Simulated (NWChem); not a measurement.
# C3H6O (allyl alcohol) at 4 levels

We compute a comparison of 4 runs (HF/cc-pVDZ, HF/def2-SVP, B3LYP/6-31G*, CCSD(T)/STO-3G) of C3H6O (allyl alcohol). 

The calculation is run with NWChem 7.3.0.

## 1. The structure to begin with

C3H6O has 10 atoms, charge 0, and is taken as a singlet. SMILES: `C=CCO`. Geometry: relaxed at PBE0-D4/def2-TZVP. This is one conformer, not always the lowest.

Bond lengths: C1–C2 1.326 Å, C2–C3 1.492 Å, C3–O4 1.415 Å, C1–H5 1.086 Å, C1–H6 1.084 Å, C2–H7 1.088 Å, C3–H8 1.099 Å, C3–H9 1.094 Å, O4–H10 0.961 Å. Some angles: C1–C2–C3 124.1°, C2–C3–O4 112.1°, C1–C2–H7 120.2°, C3–C2–H7 115.7°, C2–C1–H5 121.2°, C2–C1–H6 121.9°, C2–C3–H8 109.9°, C2–C3–H9 110.3°, O4–C3–H8 111.5°, O4–C3–H9 105.3°.

## 2. Energy and gradient at HF/cc-pVDZ (run 1)

Contents of c3h6o.nw:

```
START c3h6o
TITLE "C3H6O"
memory 2200 mb
charge 0
GEOMETRY noautosym nocenter noautoz
  C    -1.094380    0.947500    0.566230
  C     0.141810    0.497060    0.404200
  C     0.475240   -0.869750   -0.092820
  O     1.288940   -0.832690   -1.250210
  H    -1.954550    0.320230    0.350790
  H    -1.295520    1.949720    0.926710
  H     0.991940    1.141760    0.617410
  H    -0.447940   -1.439200   -0.267630
  H     1.060330   -1.413160    0.654980
  H     0.834130   -0.301460   -1.909630
END
BASIS "ao basis" spherical bse
  * library cc-pVDZ
END
SCF
  singlet
  rhf
  thresh 1e-08
  maxiter 80
  noprint "final vectors analysis"
END
TASK scf gradient
```

Run with:

```bash
$ nwchem c3h6o.nw > c3h6o.out
```

What it wrote:

```text
[...]
  functions       =    86
[...]
  wavefunction    = RHF
[...]
         Total SCF energy =   -191.938772825056
      One-electron energy =   -492.698470706945
      Two-electron energy =    183.549267738349
 Nuclear repulsion energy =    117.210430143539
        Time for solution =     42.4s
[...]
                         RHF ENERGY GRADIENTS
    atom               coordinates                        gradient
                 x          y          z           x          y          z
   1 C      -2.068078   1.790515   1.070020   -0.003193   0.001169  -0.000034
   2 C       0.267982   0.939307   0.763827    0.003952  -0.007409  -0.001680
   3 C       0.898073  -1.643589  -0.175404   -0.005699   0.008544   0.005823
   4 O       2.435743  -1.573556  -2.362554    0.014017  -0.009902   0.004081
   5 H      -3.693564   0.605147   0.662897   -0.000437  -0.001049  -0.000228
   6 H      -2.448178   3.684437   1.751228   -0.000193   0.000766   0.000093
   7 H       1.874495   2.157614   1.166736    0.001305   0.000464   0.000050
   8 H      -0.846484  -2.719694  -0.505747   -0.002860  -0.000992   0.000493
   9 H       2.003733  -2.670485   1.237733    0.001545  -0.001196   0.001527
  10 H       1.576277  -0.569677  -3.608677   -0.008437   0.009606  -0.010123
[...]
```

Wall time 51 s (1 thread of Intel Xeon Platinum 8259CL at 2.50GHz (Skylake/Cascade Lake), shared host); peak memory 0.11 GiB.

## 3. Energy and forces at HF/def2-SVP (run 2)

Contents of run.py:

```python
from ase import Atoms
from ase.calculators.nwchem import NWChem

molecule = Atoms(['C', 'C', 'C', 'O', 'H', 'H', 'H', 'H', 'H', 'H'], positions=[
    [-1.094380, 0.947500, 0.566230],
    [0.141810, 0.497060, 0.404200],
    [0.475240, -0.869750, -0.092820],
    [1.288940, -0.832690, -1.250210],
    [-1.954550, 0.320230, 0.350790],
    [-1.295520, 1.949720, 0.926710],
    [0.991940, 1.141760, 0.617410],
    [-0.447940, -1.439200, -0.267630],
    [1.060330, -1.413160, 0.654980],
    [0.834130, -0.301460, -1.909630],
])

calc = NWChem(
    label='c3h6o',
    theory='scf',
    memory='2200 mb',
    basis='def2-SVP',
    basispar='spherical bse',
    scf={'nopen': '0', 'rhf': None, 'thresh': '1e-08', 'maxiter': '80'},
)
molecule.calc = calc

forces = molecule.get_forces()
print("Total energy (eV):", round(molecule.get_potential_energy(), 6))
print("forces (eV/A):")
for s, f in zip(molecule.symbols, forces):
    print(f"{s:2s} {f[0]:10.5f} {f[1]:10.5f} {f[2]:10.5f}")
print("dipole (e A):", molecule.get_dipole_moment().round(4))
```

Run with:

```bash
$ export ASE_NWCHEM_COMMAND="nwchem PREFIX.nwi > PREFIX.nwo"
$ python run.py
```

What it wrote:

```text
Total energy (eV): -5218.611961
forces (eV/A):
C     0.19098   -0.05734    0.00720
C    -0.23618    0.35291    0.07796
C     0.49895   -0.45323   -0.45714
O    -0.97779    0.60148   -0.09822
H     0.02067    0.06731    0.01661
H     0.00334   -0.04407   -0.00843
H    -0.06947   -0.02761   -0.00298
H     0.16440    0.05327   -0.02011
H    -0.11832    0.06443   -0.05831
H     0.52343   -0.55716    0.54338
dipole (e A): [-0.3219  0.1737  0.0509]
```

The calculator wrote c3h6o.nwi:

```
title "c3h6o"

permanent_dir c3h6o

scratch_dir c3h6o

start c3h6o

geometry units angstrom nocenter noautosym noautoz
  C  -1.0943799999999999e+00 9.4750000000000001e-01 5.6623000000000001e-01
  C  1.4180999999999999e-01 4.9706000000000000e-01 4.0420000000000000e-01
  C  4.7524000000000000e-01 -8.6975000000000002e-01 -9.2820000000000000e-02
  O  1.2889400000000000e+00 -8.3269000000000004e-01 -1.2502100000000000e+00
  H  -1.9545500000000000e+00 3.2023000000000001e-01 3.5078999999999999e-01
  H  -1.2955200000000000e+00 1.9497199999999999e+00 9.2671000000000003e-01
  H  9.9194000000000004e-01 1.1417600000000001e+00 6.1741000000000001e-01
  H  -4.4794000000000000e-01 -1.4392000000000000e+00 -2.6762999999999998e-01
  H  1.0603300000000000e+00 -1.4131600000000000e+00 6.5498000000000001e-01
  H  8.3413000000000004e-01 -3.0146000000000001e-01 -1.9096299999999999e+00
end

memory 2200 mb

basis spherical bse noprint
   * library def2-SVP
end

scf
  nopen 0
  rhf
  thresh 1e-08
  maxiter 80
end

task scf gradient
```

c3h6o.nwo:

```text
Northwest Computational Chemistry Package (NWChem) 7.3.0
             --------------------------------------------------------

           Job information
           ---------------

    nwchem branch   = 7.3.0
    use scalapack   = T
    input           = c3h6o.nwi
    prefix          = c3h6o.
    data base       = c3h6o/c3h6o.db
    status          = startup
    nproc           =        1

           Memory information
           ------------------

    heap     =     72089598 doubles =      550.0 Mbytes
    stack    =     72089595 doubles =      550.0 Mbytes
    global   =    144179200 doubles =     1100.0 Mbytes (distinct from heap & stack)
    total    =    288358393 doubles =     2200.0 Mbytes
    verify   = yes
    hardfail = no

           Directory information
           ---------------------

  0 permanent = c3h6o
  0 scratch   = c3h6o

                                NWChem Input Module
                                -------------------

                                       c3h6o
                                       -----

[... 123 lines left out ...]
 Convergence threshold     :          1.000E-08
[... 13 lines left out ...]
       Final RHF  results
[... 3 lines left out ...]
      One-electron energy =   -492.405676730917
[... 1 line left out ...]
 Nuclear repulsion energy =    117.210430143539
[... 34 lines left out ...]
                       ROHF Final Molecular Orbital Analysis
[... 199 lines left out ...]
     1   1 0 0     -0.608302      0.000000     12.540089
[... 8 lines of this table left out ...]
     2   0 0 2    -18.464430      0.000000     74.885967

                              NWChem Gradients Module
                              -----------------------

                                       c3h6o

  wavefunction    =   RHF

                         RHF ENERGY GRADIENTS

    atom               coordinates                        gradient
                 x          y          z           x          y          z
   1 C      -2.068078   1.790515   1.070020   -0.003714   0.001115  -0.000140
   2 C       0.267982   0.939307   0.763827    0.004593  -0.006863  -0.001516
   3 C       0.898073  -1.643589  -0.175404   -0.009703   0.008814   0.008890
[... 6 lines of this table left out ...]
  10 H       1.576277  -0.569677  -3.608677   -0.010179   0.010835  -0.010567

                 ----------------------------------------
                 |  Time  |  1-e(secs)   |  2-e(secs)   |
                 ----------------------------------------
                 |  CPU   |       0.02   |       4.02   |
                 ----------------------------------------
                 |  WALL  |       0.02   |       4.02   |
                 ----------------------------------------

 Task  times  cpu:       26.2s     wall:       26.2s
 Total times  cpu:       26.3s     wall:       26.3s
```

Run time: 29 s. Hardware: 1 thread of Intel Xeon Platinum 8259CL at 2.50GHz (Skylake/Cascade Lake), shared host; peak memory 0.11 GiB.

Run 3 isn't shown in full; the table further down has it.

## 4. A single-point energy at CCSD(T)/STO-3G (run 4)

Contents of c3h6o.nw:

```
echo
start c3h6o
title "C3H6O energy"
memory total 2200 mb
charge 0

geometry noautosym nocenter noautoz
  C     -1.094380     0.947500     0.566230
  C      0.141810     0.497060     0.404200
  C      0.475240    -0.869750    -0.092820
  O      1.288940    -0.832690    -1.250210
  H     -1.954550     0.320230     0.350790
  H     -1.295520     1.949720     0.926710
  H      0.991940     1.141760     0.617410
  H     -0.447940    -1.439200    -0.267630
  H      1.060330    -1.413160     0.654980
  H      0.834130    -0.301460    -1.909630
end

basis spherical bse
  * library STO-3G
end

scf
  singlet
  rhf
  thresh 1e-08
  maxiter 80
  print low
end

ccsd
  freeze core 4
  maxiter 60
end

task ccsd(t) energy
```

Run with:

```bash
$ nwchem c3h6o.nw > c3h6o.out
```

What it wrote:

```text
[...]
  functions       =    26
[...]
  wavefunction    = RHF
[...]
         Total SCF energy =   -189.482618001644
      One-electron energy =   -491.055374522288
      Two-electron energy =    184.362326377105
 Nuclear repulsion energy =    117.210430143539
        Time for solution =      3.4s
[...]
 Total MP2 energy:           -189.685432598473255
[...]
             energy      energy      error      ampl     ampl      Block
                                                time     time      time
[...]
 Total CCSD energy:           -189.746103028528523
[...]
 Total CCSD+T(CCSD) energy:           -189.748308978582088
[...]
 Total CCSD(T) energy:                -189.748184561369015
[...]
```

Run time: 15 s. Hardware: 1 thread of Intel Xeon Platinum 8259CL at 2.50GHz (Skylake/Cascade Lake), shared host; peak memory 0.11 GiB.

## 5. The series

```csv
run,level,Cartesian functions,iteration cap,energy (Eh),dipole moment (D),largest force (eV/Å),wall time
1,HF/cc-pVDZ,no,80,-191.938773,1.65,0.907,51 s
2,HF/def2-SVP,no,80,-191.780454,1.77,1.152,29 s
3,B3LYP/6-31G* (Cartesian functions),yes,100,-193.110442,1.56,0.602,90 s
4,CCSD(T)/STO-3G,no,80,-189.748185,–,–,15 s
```

## 6. What came out

| quantity | value |
| --- | --- |
| run 4: total energy | -189.74818 Eh |
| run 4: correlation energy (4 core orbitals frozen) | -265.6 mEh |
| run 4: (T) correction | -2.08 mEh |

**Reading.** Over runs 1, 2, 3 the dipole moment (its size) runs from 1.56 D (B3LYP/6-31G*) to 1.77 D (HF/def2-SVP). The two ends differ in method and basis. In run 4 the basis is minimal, so the values are rough. All runs together took 3.1 min, the longest 90 s.
